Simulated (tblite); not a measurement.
Input of a run (GFN2-xTB geometry optimisation, gas phase (tblite 0.8.0)), started from a force field or distance geometry:
```
{"job": {"kind": "relax", "xc": "GFN2-xTB", "basis": "xTB"}, "charge": 1, "multiplicity": 2}
C     -0.761900    -0.149500     0.025800
C      0.578900     0.286300    -0.055700
Cl     1.878900    -0.835400     0.089200
H     -1.012600    -1.185600     0.159200
H     -1.568700     0.579100    -0.052500
H      0.888500     1.307000    -0.187700
```

Output (eV, eV/Å):
```
step      E/eV     max force
  0    -266.10278    2.284
  1    -266.17151    0.965
  2    -266.18941    0.367
  3    -266.19696    0.170
  4    -266.19840    0.152
  5    -266.20002    0.130
  6    -266.20094    0.103
  7    -266.20176    0.076
  8    -266.20195    0.028
  9    -266.20200    0.021
 10    -266.20203    0.023
 11    -266.20207    0.026
 12    -266.20210    0.016
 13    -266.20212    0.015
 14    -266.20213    0.014
 15    -266.20214    0.017
 16    -266.20215    0.013
 17    -266.20216    0.005
```

Problem. Summarise the run.

Solution. The energy falls by 2.3 kcal/mol over 17 L-BFGS steps, the largest force on an atom goes from 2.28 to 0.005 eV/Å, and the atoms move by 0.035 Å rms after alignment. The bond that changes most is C2–Cl3 (ends: carbon bonded to C, Cl and H; chlorine bonded to C), which shortens by 0.056 Å. Bonds longer at the end by more than 0.005 Å: 2 of 5; shorter: 3. Among the angles that change most is C1–C2–H6, from 125.0° to 121.4°. The energy never rose by more than 1e-5 eV on the way. The first step brought 69 % of the lowering.

Problem. What are the final bond lengths?

Solution. C1–C2 1.367 Å, C2–Cl3 1.667 Å, C1–H4 1.084 Å, C1–H5 1.084 Å, C2–H6 1.090 Å. Numbering counts from 1 in the input's order; the species is `[CH2][CH+]Cl` [radical].

Time: under 0.1 s of wall time. Hardware: one thread of an Arm Neoverse V2, shared host with 32 logical CPUs at a one-minute load of 13.

Its GFN2-xTB frequencies are all real (lowest 149 cm⁻¹).

All values are computed, not measured.
